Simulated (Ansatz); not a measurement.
Si3⁻. Total charge -1; doublet. Geometry PBE-D4/def2-TZVPD, basis def2-TZVPD, Ansatz.

```xyz
3

Si    0.837    0.497    0.969
Si   -0.348   -1.322   -0.136
Si   -0.489    0.825   -0.833
```

```tsv
run	HOMO (eV)	LUMO (eV)
A	-0.41	1.27
B	0.21	0.71
C	-2.49	4.47
D	0.04	0.79
E	-2.90	3.39
F	0.03	0.87
```

LC-ωPBE has ω = 0.4 bohr⁻¹. B3LYP takes the VWN-RPA correlation. The structure comes from a short search, and lower isomers may exist.

HOMO and LUMO are taken over both spins.

Task: The runs used B3LYP, B97M-V, HF, LC-ωPBE, PBE, r2SCAN. Estimate which is which.

Result: A B3LYP (20 % exact exchange); B PBE (0 % exact exchange); C HF (100 % exact exchange); D B97M-V (0 % exact exchange); E LC-ωPBE (range-separated); F r2SCAN (0 % exact exchange). Exact exchange lowers occupied and raises empty levels; among semilocal functionals meta-GGAs tend to open the gap a little, and such runs are hard to tell apart. The gap grows from 0.50 eV (PBE) to 6.96 eV (HF). At PBE-D4/def2-TZVPD, B97M-V/def2-TZVPD, r2SCAN-D4/def2-TZVPD the highest occupied level of the charge -1 doublet lies above zero (up to 0.21 eV). By energy differences its removal costs 2.25 eV (vertical, to the charge 0 triplet, at PBE-D4/def2-TZVPD); a positive level beside a positive removal energy at the same level points to self-interaction error.
